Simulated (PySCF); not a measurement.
Compound: C₄H₉P.
SMILES with atom numbers: `[CH2:1]=[CH:2][P:3]([CH3:4])[CH3:5]` (hydrogens: H6, H7 on C1; H8 on C2; H9, H10, H11 on C4; H12, H13, H14 on C5)

Structure used (PBE0-D3(BJ)/def2-SVP), in Å, numbered top down from 1:
```xyz
14
C4H9P angstrom
C      2.1168   -0.5644   -0.0755
C      0.9937   -0.9344    0.5489
P     -0.4377    0.1060    0.9706
C     -0.2098    1.5374   -0.1701
C     -1.7610   -0.8281    0.0715
H      2.9492   -1.2622   -0.2071
H      2.2611    0.4443   -0.4744
H      0.9236   -1.9593    0.9381
H      0.6195    2.1682    0.1827
H     -1.1228    2.1512   -0.1485
H     -0.0103    1.2245   -1.2076
H     -1.5295   -0.9666   -0.9961
H     -1.8898   -1.8158    0.5394
H     -2.7144   -0.2869    0.1698
```

Linear response at PBE0/def2-SVPD (PySCF, frozen core in the response, non-relativistic).

Static isotropic polarisability: 78.60 au (11.65 Å³), principal values 64.1, 76.4, 95.3 au.

What is the polarisability at 1064 nm and at the sodium D line?

79.56 au at 1064 nm (+1.2 %), 81.92 au at 589.3 nm (+4.2 %). The rise at 589.3 nm is 3.46 times that at 1064 nm; a pure ω² law gives 3.26. The lowest singlet lies at 236 nm, shorter than both wavelengths.

What is the isotropic C6 coefficient between two such molecules, C6 = (3/π)∫α(iω)² dω?

2241 au (Eh·bohr⁶) by a ten-point quadrature over imaginary frequencies, which is 1340 eV·Å⁶ or 129 J·nm⁶/mol.

Which effective excitation energy ω̄ makes London's formula C6 = (3/4)α²ω̄ exact here?

ω̄ = 4·C6/(3α²) = 0.484 Eh = 13.2 eV. A one-pole form α(ω) = α/(1 − ω²/ω̄²) fitted to the 1064 nm value gives 10.6 eV.

How many electrons N does the Slater–Kirkwood formula C6 = (3/4)·√N·α^(3/2) need to give this C6?

N = (4·C6/3)²/α³ = 18.4; the species has 48 electrons in all.

What n − 1 at the D line would an ideal gas of it have at 273.15 K and 1 atm (2.6868 × 10¹⁹ cm⁻³), by n − 1 = 2π·N·α′?

20.49 × 10⁻⁴, a formal value whether or not that pressure can be reached.

What molar refraction at the D line follows from R = (4π/3)·N_A·α′, with α′ the polarisability volume?

α′ = 12.14 Å³ gives R = 30.62 cm³/mol, for isolated, non-vibrating species.

One conformer stands for the species.
